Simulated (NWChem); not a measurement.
All runs are NWChem calculations. System: methane (CH4), charge 0, spin multiplicity 1, at a geometry optimised with PBE0/def2-SVP. Level: CCSD(T)/6-31G* (spherical d), 1 core orbitals frozen.

The NWChem input:

```
start mol
memory heap 100 mb stack 700 mb global 1900 mb
geometry units angstroms nocenter noautoz
  C      0.000000     0.000000    -0.000000
  H      0.000000     0.896585     0.633980
  H      0.000000    -0.896585     0.633980
  H     -0.896586     0.000000    -0.633979
  H      0.896586     0.000000    -0.633979
  symmetry group C2v
end
basis spherical
  * library 6-31g*
end
scf
  rhf
  nopen 0
  maxiter 100
  thresh 1e-7
  semidirect memsize 60000000 filesize 0
end
ccsd
  freeze core 1
  maxiter 60
end
task ccsd(t) energy
```

Part of the output:

```
             Northwest Computational Chemistry Package (NWChem) 7.3.0
             --------------------------------------------------------

                                NWChem Input Module
                                -------------------

 Scaling coordinates for geometry "geometry" by  1.889725989
 (inverse scale =  0.529177249)

 Turning off AUTOSYM since
 SYMMETRY directive was detected!

                             Geometry "geometry" -> ""
                             -------------------------

 Output coordinates in angstroms (scale by  1.889725989 to convert to a.u.)

  No.       Tag          Charge          X              Y              Z
 ---- ---------------- ---------- -------------- -------------- --------------
    1 C                    6.0000     0.00000000     0.00000000     0.00000000
    2 H                    1.0000     0.00000000     0.89658500     0.63398000
    3 H                    1.0000     0.00000000    -0.89658500     0.63398000
    4 H                    1.0000    -0.89658600     0.00000000    -0.63397900
    5 H                    1.0000     0.89658600     0.00000000    -0.63397900

 Effective nuclear repulsion energy (a.u.)      13.3364408017

            Nuclear Dipole moment (a.u.)
            ----------------------------
        X                 Y               Z
 ---------------- ---------------- ----------------
     0.0000000000     0.0000000000     0.0000037795

      Symmetry information
      --------------------

 Group name             C2v
 Group number             16
 Group order               4
 No. of unique centers     3

      Symmetry unique atoms

     1    2    4


 Summary of "ao basis" -> "" (spherical)
 ------------------------------------------------------------------------------
       Tag                 Description            Shells   Functions and Types
 ---------------- ------------------------------  ------  ---------------------
 *                           6-31g*                   on all atoms

 Summary of "ao basis" -> "ao basis" (spherical)
 ------------------------------------------------------------------------------
       Tag                 Description            Shells   Functions and Types
 ---------------- ------------------------------  ------  ---------------------
 C                           6-31g*                  6       14   3s2p1d
 H                           6-31g*                  2        2   2s

                                 NWChem SCF Module
                                 -----------------

  ao basis        = "ao basis"
  functions       =    22
  atoms           =     5
  closed shells   =     5
  open shells     =     0
  charge          =   0.00
  wavefunction    = RHF
  use symmetry    = T
  symmetry adapt  = T

 Summary of "ao basis" -> "ao basis" (spherical)
 ------------------------------------------------------------------------------
       Tag                 Description            Shells   Functions and Types
 ---------------- ------------------------------  ------  ---------------------
 C                           6-31g*                  6       14   3s2p1d
 H                           6-31g*                  2        2   2s

      Symmetry analysis of basis
      --------------------------

        a1         11
        a2          1
        b1          5
        b2          5

 Forming initial guess at       0.0s

      Superposition of Atomic Density Guess
      -------------------------------------

 Sum of atomic energies:         -39.65318430

      Non-variational initial energy
      ------------------------------

 Total energy =     -40.216939
 1-e energy   =     -78.202003
 2-e energy   =      24.648623
 HOMO         =      -0.505587
 LUMO         =       0.158425

      Symmetry analysis of molecular orbitals - initial
      -------------------------------------------------

  Numbering of irreducible representations:

     1 a1          2 a2          3 b1          4 b2

  Orbital symmetries:

     1 a1          2 a1          3 b1          4 b2          5 a1
     6 a1          7 a1          8 b2          9 b1         10 a1
    11 b2         12 b1         13 a1         14 b2         15 b1

 Starting SCF solution at       0.1s

 ----------------------------------------------
         Quadratically convergent ROHF

 Convergence threshold     :          1.000E-07
 Maximum no. of iterations :          100
 Final Fock-matrix accuracy:          1.000E-09
 ----------------------------------------------

              iter       energy          gnorm     gmax       time
             ----- ------------------- --------- --------- --------
                 1      -40.1828447831  3.77D-01  2.71D-01      0.1
                 2      -40.1933605284  1.04D-01  4.90D-02      0.1
                 3      -40.1942805756  2.33D-03  1.36D-03      0.1
                 4      -40.1942813892  4.78D-06  2.06D-06      0.1
                 5      -40.1942813892  1.01D-09  4.53D-10      0.1

       Final RHF  results
       ------------------

         Total SCF energy =    -40.194281389186
      One-electron energy =    -79.513107080330
      Two-electron energy =     25.982384889430
 Nuclear repulsion energy =     13.336440801714

        Time for solution =      0.0s

       Symmetry analysis of molecular orbitals - final
       -----------------------------------------------

  Numbering of irreducible representations:

     1 a1          2 a2          3 b1          4 b2

  Orbital symmetries:

     1 a1          2 a1          3 b1          4 b2          5 a1
     6 a1          7 a1          8 b1          9 b2         10 a1
[...]
    22      1.138692  5 H  s                  5      0.300665  1 C  pz

 Vector    8  Occ=0.000000D+00  E= 3.237832D-01  Symmetry=b1
              MO Center=  1.1D-13, -5.9D-28, -5.7D-01, r^2= 3.0D+00
   Bfn.  Coefficient  Atom+Function         Bfn.  Coefficient  Atom+Function
  ----- ------------  ---------------      ----- ------------  ---------------
    20      1.610360  4 H  s                 22     -1.610360  5 H  s
     7      1.479143  1 C  px                 3      0.300666  1 C  px

 center of mass
 --------------
 x =   0.00000000 y =   0.00000000 z =   0.00000024

 moments of inertia (a.u.)
 ------------------
          11.572427581519           0.000000000000           0.000000000000
           0.000000000000          11.572440488792           0.000000000000
           0.000000000000           0.000000000000          11.572473955133

  Mulliken analysis of the total density
  --------------------------------------

    Atom       Charge   Shell Charges
 -----------   ------   -------------------------------------------------------
    1 C    6     6.67   2.00  0.64  2.06  0.73  1.20  0.04
    2 H    1     0.83   0.52  0.31
    3 H    1     0.83   0.52  0.31
    4 H    1     0.83   0.52  0.31
    5 H    1     0.83   0.52  0.31

       Multipole analysis of the density wrt the origin
       ------------------------------------------------

     L   x y z        total         open         nuclear
     -   - - -        -----         ----         -------
     0   0 0 0     -0.000000      0.000000     10.000000

     1   1 0 0     -0.000000      0.000000      0.000000
     1   0 1 0      0.000000      0.000000      0.000000
     1   0 0 1      0.000000      0.000000      0.000004

     2   2 0 0     -6.261126      0.000000      5.741318
     2   1 1 0     -0.000000      0.000000      0.000000
     2   1 0 1     -0.000000      0.000000      0.000000
     2   0 2 0     -6.261130      0.000000      5.741305
     2   0 1 1     -0.000000      0.000000      0.000000
     2   0 0 2     -6.261140      0.000000      5.741272

                   Four-Index Transformation
                   -------------------------
          Number of basis functions:             22
          Number of shells:                      14
          Number of occupied orbitals:            5
          Number of occ. correlated orbitals:     4
          Block length:                          16
          Superscript MO index range:      2 -    5
          Subscript MO index range:        2 -   22
          MO coefficients read from:  ./mol.movecs
          Number of operator matrices in core:   20
          Half-transformed integrals produced

     Pass:    1     Index range:    2  -    5     Time:      0.07
 ------------------------------------------
 MP2 Energy (coupled cluster initial guess)
 ------------------------------------------
 Reference energy:            -40.194281389186173
 MP2 Corr. energy:             -0.136815586018374
 Total MP2 energy:            -40.331096975204545

 ****************************************************************************
              the segmented parallel ccsd program:    1 nodes
 ****************************************************************************

 level of theory    ccsd(t)
 number of core         1
 number of occupied     4
 number of virtual     17
 number of deleted      0
 total functions       22
 number of shells      14
 basis label          566

   ***** ccsd parameters *****
   iprt   =     0
   convi  =  0.100E-05
   maxit  =    60
   mxvec  =     5
 memory            104855300
  Using  1 OpenMP thread(s) in CCSD
  IO offset    20.000000000000000
  IO error message >End of File
  file_read_ga: failing reading from ./mol.t2
  Failed reading restart vector from ./mol.t2
  Using MP2 initial guess vector

-------------------------------------------------------------------------
 iter     correlation     delta       rms       T2     Non-T2      Main
             energy      energy      error      ampl     ampl      Block
                                                time     time      time
-------------------------------------------------------------------------
   1     -0.1515642470 -1.516D-01  4.543D-02     0.10     0.00     0.09
   2     -0.1557803507 -4.216D-03  9.311D-03     0.09     0.00     0.09
   3     -0.1572840622 -1.504D-03  2.078D-03     0.09     0.00     0.08
   4     -0.1576334410 -3.494D-04  5.043D-04     0.10     0.00     0.09
   5     -0.1576677571 -3.432D-05  9.666D-05     0.10     0.00     0.09
   6     -0.1576701391 -2.382D-06  1.499D-05     0.10     0.00     0.10
   7     -0.1576703613 -2.221D-07  1.149D-06     0.10     0.00     0.09
   8     -0.1576705253 -1.640D-07  5.504D-07     0.10     0.00     0.09
                  *************converged*************
-------------------------------------------------------------------------

 -----------
 CCSD Energy
 -----------
 Reference energy:             -40.194281389186173
 CCSD corr. energy:             -0.157670525337531
 Total CCSD energy:            -40.351951914523703

 --------------------------------
 Spin Component Scaled (SCS) CCSD
 --------------------------------
 Same spin contribution:                 -0.025565102641156
 Same spin scaling factor:                1.130000000000000
 Opposite spin contribution:             -0.132105422696375
 Opposite spin scaling fact.:             1.270000000000000
 SCS-CCSD correlation energy:            -0.196662452808903
 Total SCS-CCSD energy:                 -40.390943841995075
 memory            104855300

*********triples calculation*********

nkpass=    1; nvpass=    1; memdrv=           8976; memtrn=         321772; memavail=      104855220
 memory available/node                      104855220
 total number of virtual orbitals        17
 number of virtuals per integral pass    17
 number of integral evaluations           1
 number of occupied per triples pass      4
 number of triples passes                 1

 commencing integral evaluation        1 at           0.85
  symmetry use  T
task         2 out of       105 done   1%  at       0.0 secs
task         6 out of       105 done   5%  at       0.0 secs
task        11 out of       105 done  10%  at       0.0 secs
task        17 out of       105 done  16%  at       0.0 secs
task        21 out of       105 done  20%  at       0.0 secs
task        30 out of       105 done  28%  at       0.0 secs
task        32 out of       105 done  30%  at       0.0 secs
task        37 out of       105 done  35%  at       0.0 secs
task        43 out of       105 done  40%  at       0.0 secs
task        52 out of       105 done  49%  at       0.0 secs
task        57 out of       105 done  54%  at       0.1 secs
task        58 out of       105 done  55%  at       0.1 secs
task        64 out of       105 done  60%  at       0.1 secs
task        75 out of       105 done  71%  at       0.1 secs
task        80 out of       105 done  76%  at       0.1 secs
task        85 out of       105 done  80%  at       0.1 secs
task        90 out of       105 done  85%  at       0.1 secs
task        95 out of       105 done  90%  at       0.1 secs
task       100 out of       105 done  95%  at       0.1 secs
task       105 out of       105 done 100%  at       0.1 secs
 commencing triples evaluation - blocking       1
 ccsd(t): done        1 out of       17 progress:    5.9%
 ccsd(t): done        2 out of       17 progress:   11.8%
 ccsd(t): done        3 out of       17 progress:   17.6%
 ccsd(t): done        4 out of       17 progress:   23.5%
 ccsd(t): done        5 out of       17 progress:   29.4%
 ccsd(t): done        6 out of       17 progress:   35.3%
 ccsd(t): done        7 out of       17 progress:   41.2%
 ccsd(t): done        8 out of       17 progress:   47.1%
 ccsd(t): done        9 out of       17 progress:   52.9%
 ccsd(t): done       10 out of       17 progress:   58.8%
 ccsd(t): done       11 out of       17 progress:   64.7%
 ccsd(t): done       12 out of       17 progress:   70.6%
 ccsd(t): done       13 out of       17 progress:   76.5%
 ccsd(t): done       14 out of       17 progress:   82.4%
 ccsd(t): done       15 out of       17 progress:   88.2%
 ccsd(t): done       16 out of       17 progress:   94.1%
 ccsd(t): done       17 out of       17 progress:  100.0%
 Time for integral evaluation pass     1        0.07
 Time for triples evaluation pass      1        0.01

 pseudo-e(mp4)  -0.29420544787160E-02
 pseudo-e(mp5)   0.20632020212657E-03
        e(t)    -0.27357342765894E-02

 --------------
 CCSD(T) Energy
 --------------
 Reference energy:                     -40.194281389186173

 CCSD corr. energy:                     -0.157670525337531
 T(CCSD) corr. energy:                  -0.002942054478716
 Total CCSD+T(CCSD) energy:            -40.354893969002418

 CCSD corr. energy:                     -0.157670525337531
 (T) corr. energy:                      -0.002735734276589
 Total CCSD(T) energy:                 -40.354687648800294

 routine      calls  cpu(0)   cpu-min  cpu-ave  cpu-max   i/o
 aoccsd          1     0.00     0.00     0.00     0.00    0.00
 iterdrv         1     0.00     0.00     0.00     0.00    0.00
 pampt           8     0.01     0.01     0.01     0.01    0.00
 t2pm            8     0.01     0.01     0.01     0.01    0.00
 sxy             8     0.02     0.02     0.02     0.02    0.00
 ints        88200     0.63     0.63     0.63     0.63    0.00
 t2eri         840     0.03     0.03     0.03     0.03    0.00
 idx2          840     0.02     0.02     0.02     0.02    0.00
 idx34           8     0.00     0.00     0.00     0.00    0.00
 ht2pm           8     0.01     0.01     0.01     0.01    0.00
 itm             8     0.02     0.02     0.02     0.02    0.00
 pdiis           8     0.00     0.00     0.00     0.00    0.00
 triples         1     0.00     0.00     0.00     0.00    0.00
 rdtrpo          1     0.00     0.00     0.00     0.00    0.00
 trpmos          1     0.07     0.07     0.07     0.07    0.00
 trpdrv          1     0.00     0.00     0.00     0.00    0.00
 dovvv        1360     0.00     0.00     0.00     0.00    0.00
 doooo        1360     0.00     0.00     0.00     0.00    0.00
 tengy        1088     0.00     0.00     0.00     0.00    0.00
 Total                 0.84     0.84     0.84     0.84    0.00

 Task  times  cpu:        1.0s     wall:        1.0s

 Total times  cpu:        1.1s     wall:        1.1s
```
